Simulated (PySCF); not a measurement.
Structure from 2D NMR

Compound of formula C$_{4}$H$_{4}$FN. Correlations simulated from computed shifts and the bond graph:

HSQC (one-bond C–H):
| δH | δC |
| --- | --- |
| 5.09 | 86.7 |
| 2.42 | 20.1 |

HMBC (two and three bonds, from the bond graph):
| δH | δC |
| --- | --- |
| 5.09 | 190.6, 119.7, 20.1 |
| 2.42 | 190.6, 86.7 |

Carbons without hydrogens: δ 190.6, 119.7.

PySCF 2.14.0 with density-fitted response routines calculation with NMR shieldings at PBE0/pcSseg-1/GIAO and structure optimised with GFN2-xTB; equivalent nuclei averaged, non-relativistic Hamiltonian, one conformer, gas phase.

δ = σ(ref) − σ, references computed at the same level: TMS for 1H (σ = 31.72 ppm), 13C (σ = 186.93 ppm).

Exchangeable hydrogens are left out of these lists.

Assemble the structure.

Answers

`InChI=1S/C4H4FN/c1-4(5)2-3-6/h2H,1H3/b4-2+`.

Atoms are numbered as in `[CH3:1]/[C:2]([F:3])=[CH:4]\[C:5]#[N:6]`. Each H is labelled by its parent atom.

1. δC 190.6 is C2, a fully substituted alkene carbon.
2. δC 119.7 is C5, a nitrile carbon.
3. δC 86.7 is C4, an alkene CH (δH 5.09).
4. δC 20.1 is C1, an allylic methyl carbon (δH 2.42).
5. HMBC from δH 5.09 reaches the proton-free carbons C2, C5.
6. HMBC from δH 2.42 reaches the proton-free carbon C2.

This is the structure that produced the data.

Shifts are as computed. Against solution values, carbons near 30 ppm lie about +3 ppm off and those near 130 ppm about +5 ppm. Of 1211 compounds with measured shifts, 218 miss one by over three times the rms of a fit or turn the order of signals round; such compounds aren't used in these exercises.
